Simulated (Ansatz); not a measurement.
C4H3−: structure from calculated spectroscopic constants

These gas-phase data were calculated for one isomer of C4H3− at r2SCAN-D4/def2-SVPD (harmonic, unscaled wavenumbers; equilibrium rotational constants with average atomic masses):

* rotational constants: 126.8, 4.281, 4.141 GHz
* all wavenumbers above 1500 cm⁻¹: 3049, 3022, 2941, 1979, 1649

Candidates:

(1) `[C-]#CC=C`, a singlet
(2) `[CH-]=C=C=C`, a singlet

Task: Assign the data to one candidate and say why.

Result: Candidate (2). No mode falls between 2050 and 2400 cm⁻¹, where the C≡C stretch of (1) would stand.

The same quantities for all candidates:

|  | rotational constants (GHz) | wavenumbers above 1500 cm⁻¹ | E above the lowest, r2SCAN-D4/def2-SVPD (kcal/mol) |
| --- | --- | --- | --- |
| (1) | 56.7, 4.851, 4.468 | 3202, 3102, 3004, 2059, 1607 | 0.0 |
| (2) | 126.8, 4.281, 4.141 | 3049, 3022, 2941, 1979, 1649 | 10.5 |

Programs: Ansatz 0.2.0.
